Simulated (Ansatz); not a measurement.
The inner images of a band of H3OSi (5 atoms, charge 0, multiplicity 2) are given out of order.

Computed with UKS PBE-D4/def2-SVP (Ansatz 0.2.0).

First end point:

```xyz
5
Properties=species:S:1:pos:R:3
O -1.413 0.378 0.740
Si -0.002 -0.069 -0.031
H -0.129 -0.258 -1.521
H 0.718 -1.238 0.592
H 0.825 1.187 0.220
```

Last end point:

```xyz
5
Properties=species:S:1:pos:R:3
O -0.521 0.962 0.372
Si 0.363 -0.215 -0.458
H -0.577 -0.744 -1.510
H 0.792 -1.349 0.459
H -0.058 1.346 1.138
```

Problem. Put them in order from the first end to the last, with their energies above the first end.
A.
```xyz
5
Properties=species:S:1:pos:R:3
O -0.588 0.837 0.523
Si 0.360 -0.239 -0.369
H -0.455 -0.654 -1.566
H 0.755 -1.466 0.431
H -0.071 1.522 0.980
```
B.
```xyz
5
Properties=species:S:1:pos:R:3
O -0.822 0.781 0.704
Si 0.173 -0.256 -0.191
H -0.152 -0.432 -1.628
H 0.741 -1.427 0.519
H 0.061 1.334 0.595
```
C.
```xyz
5
Properties=species:S:1:pos:R:3
O -0.665 0.766 0.674
Si 0.298 -0.265 -0.268
H -0.297 -0.526 -1.620
H 0.716 -1.497 0.479
H -0.053 1.522 0.734
```
D.
```xyz
5
Properties=species:S:1:pos:R:3
O -1.013 0.707 0.740
Si 0.085 -0.188 -0.123
H -0.116 -0.406 -1.600
H 0.746 -1.384 0.513
H 0.298 1.271 0.470
```
E.
```xyz
5
Properties=species:S:1:pos:R:3
O -1.230 0.561 0.753
Si 0.020 -0.133 -0.070
H -0.101 -0.350 -1.562
H 0.739 -1.320 0.531
H 0.572 1.243 0.347
```

Solution. E (+0.21 eV), D (+0.66 eV), B (-0.35 eV), C (-1.00 eV), A (-1.15 eV).

Run time: 49 s on 1 thread of Arm Neoverse V2, on a shared host, peak memory 0.1 GiB.
